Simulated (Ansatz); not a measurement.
The input, for Ansatz 0.2.0:

```yaml
crystal:
  periodic: [false, false, false]
  atoms:
    - {symbol: Al, position_ang: [0.000000, 0.000000, 0.000000]}
    - {symbol: N, position_ang: [0.000000, 0.000000, 5.965000]}
basis:
  gaussian: {orbitals: 6-31G, occupation: {up: {"A1": 7, "B1": 2, "B2": 2}, down: {"A1": 6, "B1": 1, "B2": 2}}}
magnetization: {spin_polarized: false, initial_magnetization: 2}
correlation: {method: fci, electrons: outside_noble_gas}
```

```sh
$ ansatz run in.yaml --threads 1 --pin off --events-out ev --progress --plain --max-ram 2393MiB
```

Problem. Roughly how long does this take on 1 thread of Arm Neoverse V1, shared host, and how much host memory?

Solution. 3.6 s wall and 0.16 GiB.

```
425 factors; integrals over basis functions are off by at most 3.3e-8 eV
mean field evaluation 1: about -8053.8446 eV, gradient 1.7e1 eV
mean field evaluation 2: about -8055.3775 eV, gradient 5.1e0 eV
mean field evaluation 4: about -8055.6602 eV, gradient 2.1e-1 eV
mean field evaluation 8: about -8055.6731 eV, gradient 1.0e-5 eV
mean field -8055.67308615 eV, -296.0405255848 hartree, gradient 2.8e-6 eV, S^2 2.000000; 0 other end points of the search recorded, 0 dependent functions left out
mean field evaluation 16: about -7959.5480 eV, gradient 4.5e1 eV
unrestricted determinant -8061.07957326 eV, -296.2392103212 hartree, S^2 3.0047
6 core orbitals not correlated: weight in the atoms' cores, before any rotation towards them, 1.000 or more for the frozen orbitals, at most 0.000 for the correlated occupied ones
reference -8055.67308615 eV, -296.0405255848 hartree; 5, 3 occupied and 11, 13 virtual orbitals, 425 factors
state -8062.80446296 eV, -296.3025988487 hartree
Total energy: -8062.80446296 eV, -296.3025988487 hartree
```

Natural occupations: 1.9858 1.9062 1.0000 0.9955 0.9955 0.9934 0.0415 0.0415 0.0109 0.0069 0.0058 0.0056 0.0056 0.0056 0.0001 0.0001.
